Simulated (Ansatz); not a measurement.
Species: C$_{2}$H$_{4}$O$_{2}$, SMILES `C(=O)(C)O` (O–C–O–H torsion 0°) (charge 0, multiplicity 1), formula C$_{2}$H$_{4}$O$_{2}$.

Question: How many basis functions does frozen-core CCSD(T)/cc-pVTZ // B3LYP-D3(BJ)/def2-TZVP in Ansatz (a first-principles code) use, how many core orbitals are frozen, and how many electrons are correlated?

Answer: 176 basis functions and 4 frozen orbitals, which leaves 24 correlated electrons. Core time is of the order of minutes.
